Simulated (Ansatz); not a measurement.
**LiN+ (doublet): from Hartree-Fock to the top rungs, def2-TZVPP**

One table from this session's results is given with a row withheld; the runs are named, their logs left out.

Program: Ansatz 0.2.0, Gaussian basis. Level of theory: def2-TZVPP, core rule «outside noble gas», up to 2 orbitals frozen. These are calculated values, not measurements.

To be run: UHF; ROHF; CCSD(T) on UHF.

2 further runs of the same task are left out: 2 set aside as unsound or not needed.

## The geometry

The geometry is a PBE0/def2-TZVP stationary point (not a proven minimum) of the parent state, kept for this charge and spin.

2 atoms, charge 1, spin multiplicity 2.

Atoms are counted from 1 here; the program's logs count them from 0.

Bond lengths: N1–Li2 1.830 Å.

The first run:

Contents of in.yaml:

```yaml
crystal:
  periodic: [false, false, false]
  atoms:
    - {symbol: N, position_ang: [0.000000, 0.000000, 0.000000]}
    - {symbol: Li, position_ang: [0.000000, 0.000000, 1.829700]}
basis:
  gaussian: {orbitals: def2-TZVPP}
total_charge: 1
magnetization: {spin_polarized: true, initial_magnetization: 1}
hamiltonian: {xc: hf}
output: {orbitals: {seedname: orbitals}}
```

On the command line:

```bash
$ ansatz run in.yaml --threads 1 --pin off --events-out ev --progress --plain --max-ram 4096MiB --backend cpu
```

Among the steps run: UHF; ROHF; CCSD(T) on UHF.

One of the session's tables, all rows but one given; the rest of the session is left out.

| method | from UCCSD(T) (meV) |
| --- | --- |
| ROHF | +5851.7 |
| UHF | +4070.4 |
| UMP2 | +1673.8 |
| UCCSD | ? |
| UCCSD(T) | 0 |

**Question.** Estimate the row for UCCSD.

As computed: from UCCSD(T) (meV): +556.3. In the column «from UCCSD(T) (meV)» it lies between UCCSD(T) (0) and UMP2 (+1673.8).

The program flags UCCSD(T) as in doubt (see the logs), so the zero of the table is itself unsure.

Limits of these values: The determinant is far from a pure spin state, so its energy mixes those of several spin states (harmless only where they are near-degenerate, as at dissociation). The program flags UCCSD(T) as in doubt, so the zero of the table is itself unsure. Warnings: spin contamination; coupled cluster took another determinant than the lowest.
